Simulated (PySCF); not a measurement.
Calculation: r2SCAN-D4/def2-TZVP run with PySCF. Gas-phase values, no solvent. Excitations are Tamm–Dancoff values on a coarser integration grid. The basis has no diffuse functions, so Rydberg states are missing or too high.

Reference species (SMILES): `ClB(Cl)Cl` (neutral, multiplicity 1).

```yaml
T1 excitation (TDA): 5.49 eV
HOMO–LUMO gap: 5.66 eV
LUMO: -2.36 eV
```

Changed species: `ClBCl` (1 of 3 Cl replaced by H; the reference has 0 of 3 Cl replaced by H).

Q: What does the change do to the T1 excitation (TDA), HOMO–LUMO gap and LUMO?

A: the T1 excitation (TDA) drops by 0.13 eV, to 5.36 eV; the HOMO–LUMO gap increases by 0.13 eV, to 5.79 eV; the LUMO decreases by 0.04 eV, to -2.40 eV.
